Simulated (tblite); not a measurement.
Compound: sulfuryl chloride, Cl2O2S.
SMILES: `O=S(=O)(Cl)Cl`

Computed with GFN2-xTB (tblite): harmonic, unscaled wavenumbers at the GFN2-xTB geometry, gas phase. Against measured fundamentals such values can be off by several per cent, at times by over 20.

Harmonic wavenumbers (cm⁻¹): 165.9, 245.0, 296.2, 314.2, 344.7, 507.0, 508.5, 1137.4, 1319.3.

A = 3440, B = 2276, C = 1860 MHz; mass 133.900 u (most abundant isotopes); point group C2v, symmetry number 2.

**Question.** What is the zero-point energy?

**Answer.** Half the sum of the wavenumbers: 2419 cm⁻¹ = 28.94 kJ/mol.

**Question.** What is S at 298.15 K and 1 bar for an ideal gas of classical rigid rotors and harmonic oscillators?

**Answer.** Translation 169.93, rotation 109.27, vibration 40.05: S = 319.2 J/(mol K).

**Question.** And Cp and H(298.15 K) − H(0)?

**Answer.** Cp = 81.05 J/(mol K), of which vibrations give 47.79 (their classical limit is 9 R = 74.8); H(298.15 K) − H(0) = 17.20 kJ/mol without the zero-point energy, 7.28 from vibrations.

**Question.** What must be added to the electronic energy to get the Gibbs energy at 298.15 K and 1 bar?

**Answer.** ZPE + [H(298.15 K) − H(0)] − T·S = 28.94 + 17.20 − 95.18 = -49.04 kJ/mol.

**Question.** Which modes carry the vibrational entropy at 298.15 K?

**Answer.** 165.9 cm⁻¹: 10.38; 245.0 cm⁻¹: 7.39; 296.2 cm⁻¹: 6.02; 314.2 cm⁻¹: 5.61; 344.7 cm⁻¹: 4.98; 507.0 cm⁻¹: 2.68 J/(mol K); the other 3 give 3.00 together.

**Question.** How do the functions run with temperature in this model?

**Answer.** 
```
T (K)  S (J/(mol K))  Cp (J/(mol K))  H − H(0) (kJ/mol)  G − H(0) (kJ/mol)  ln q(vib)
  100          248.4            47.9               3.74             -21.09       0.16
  200          289.1            69.8               9.74             -48.07       0.93
  300          319.8            81.2              17.35             -78.58       1.90
  500          364.4            93.1              34.93            -147.27       3.78
  800          410.1           100.7              64.18            -263.89       6.15
 1000          432.8           103.1              84.58            -348.26       7.47
```

q(vib) and H(0) count from the zero-point level.

Hindered rotation and anharmonicity are outside this model.
